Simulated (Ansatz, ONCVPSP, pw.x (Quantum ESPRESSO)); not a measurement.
# pw.x on diamond Ge: one setting changed

Potential: optimised norm-conserving Vanderbilt (ONCV), ONCVPSP 4.0.1.1 (patched build), PBE; core [Ar] 3d10, reference 4s1.75 4p2.25; waves: 4s: rc 1.55 bohr, ncon 3, nbas 6, qcut 4.5 1/bohr, 1 projector; 4p: rc 2.30 bohr, ncon 3, nbas 7, qcut 3.6 1/bohr, 2 projectors, debl 0.7 Ha; d scattering state at 0.39 Ha: rc 2.00 bohr, ncon 3, nbas 6, qcut 5.5 1/bohr, 2 projectors, debl 4 Ha; local part: polynomial inside 1.35 bohr (lpopt 5, dvloc0 0 Ha); core correction: none.

The reference run (k-mesh 8³, cutoffs 40/160 Ry, Fermi–Dirac 0.01 Ry, mixing_beta 0.4, conv_thr 1e-9, no spin) gives 0.30 GPa at 23.951 Å³/atom, where all-electron LAPW gives 0.00 GPa. This run, with its own iteration cap, changes conv_thr to 1e-12.

```
&control
  calculation='scf', prefix='x', pseudo_dir='./', outdir='./tmp', tstress=.true., disk_io='none'
/
&system
  ibrav=0, nat=2, ntyp=1, ecutwfc=40, ecutrho=160, nbnd=11,
  occupations='smearing', smearing='fd', degauss=0.01
/
&electrons
  conv_thr=1e-12, mixing_beta=0.4, electron_maxstep=50
/
ATOMIC_SPECIES
Ge 1.0 Ge.UPF
CELL_PARAMETERS angstrom
  0.00000000 2.88253474 2.88253474
  2.88253474 0.00000000 2.88253474
  2.88253474 2.88253474 0.00000000
ATOMIC_POSITIONS crystal
Ge 0.0000 0.0000 0.0000
Ge 0.2500 0.2500 0.2500
K_POINTS automatic
8 8 8 0 0 0
```

```bash
pw.x < Ge.scf.in > Ge.scf.out
```

Question: How does the run end?

Answer: It converges in 9 iterations; the free energy moves by +0.0 meV/atom and the pressure by +0.00 GPa. The result is that of the reference run.

```
Message from routine setup:
     using ibrav=0 with symmetry is DISCOURAGED, use correct ibrav instead
     lattice parameter (alat)  =       7.7035  a.u.
     unit-cell volume          =     323.2587 (a.u.)^3
     number of electrons       =         8.00
     number of Kohn-Sham states=           11
     kinetic-energy cutoff     =      40.0000  Ry
     charge density cutoff     =     160.0000  Ry
     scf convergence threshold =      1.0E-12
     Exchange-correlation= PBE
     number of k points=    29  Fermi-Dirac smearing, width (Ry)=  0.0100
     iteration #  1     ecut=    40.00 Ry     beta= 0.40
     total energy              =     -15.76335614 Ry
     estimated scf accuracy    <       0.03899986 Ry
     iteration #  2     ecut=    40.00 Ry     beta= 0.40
     total energy              =     -15.76172251 Ry
     estimated scf accuracy    <       0.01082603 Ry
     iteration #  3     ecut=    40.00 Ry     beta= 0.40
     total energy              =     -15.76233654 Ry
     estimated scf accuracy    <       0.00014152 Ry
     iteration #  4     ecut=    40.00 Ry     beta= 0.40
     total energy              =     -15.76237685 Ry
     estimated scf accuracy    <       0.00000283 Ry
     iteration #  5     ecut=    40.00 Ry     beta= 0.40
     total energy              =     -15.76237736 Ry
     estimated scf accuracy    <       0.00000018 Ry
     iteration #  6     ecut=    40.00 Ry     beta= 0.40
     total energy              =     -15.76237738 Ry
     estimated scf accuracy    <       0.00000001 Ry
     iteration #  7     ecut=    40.00 Ry     beta= 0.40
     total energy              =     -15.76237739 Ry
     estimated scf accuracy    <          5.3E-11 Ry
     iteration #  8     ecut=    40.00 Ry     beta= 0.40
     total energy              =     -15.76237739 Ry
     estimated scf accuracy    <          1.8E-11 Ry
     iteration #  9     ecut=    40.00 Ry     beta= 0.40
     the Fermi energy is     5.2045 ev
!    total energy              =     -15.76237739 Ry
     estimated scf accuracy    <          6.5E-13 Ry
     smearing contrib. (-TS)   =      -0.00090318 Ry
     The total energy is F=E-TS. E is the sum of the following terms:
     one-electron contribution =       3.47873193 Ry
     hartree contribution      =       1.21045699 Ry
     xc contribution           =      -4.62808458 Ry
     ewald contribution        =     -15.82257855 Ry
     convergence has been achieved in   9 iterations
          total   stress  (Ry/bohr**3)                   (kbar)     P=        3.01
     Message from routine punch:
     Nothing written, as per user request (disk_io='none')
```

The run took about 4.2 s on one core of a shared host (Intel(R) Xeon(R) 6975P-C, 192 threads, 378 GiB, load 58).
